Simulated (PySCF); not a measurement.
**Ionisation energy of S by level of theory**

S [Ne] 3s2 3p4 (3P) → S⁺ [Ne] 3s2 3p3 (4S), as a difference of total energies. Calculation: PySCF 2.14, in cc-pVDZ-DK; the spin-free X2C one-electron Hamiltonian (Gaussian nucleus). Correlated levels: valence: [Ne] frozen. The calculations carry no spin-orbit coupling.

| method | ionisation energy (eV) | error (eV) |
| --- | --- | --- |
| UHF | 9.180 | -1.156 |
| M06-L | 10.367 | +0.031 |
| r2SCAN | 10.320 | -0.016 |
| MP2 (valence) | 9.615 | -0.721 |
| SCS-MP2 (valence) | 9.644 | -0.692 |
| CCSD (valence) | 9.625 | -0.711 |
| CCSD(T) (valence) | 9.631 | -0.705 |

Reference: 10.336 eV (measured; NIST levels, between the centres of gravity of the two terms).

Errors of the correlated levels include the incompleteness of this basis and the frozen core.
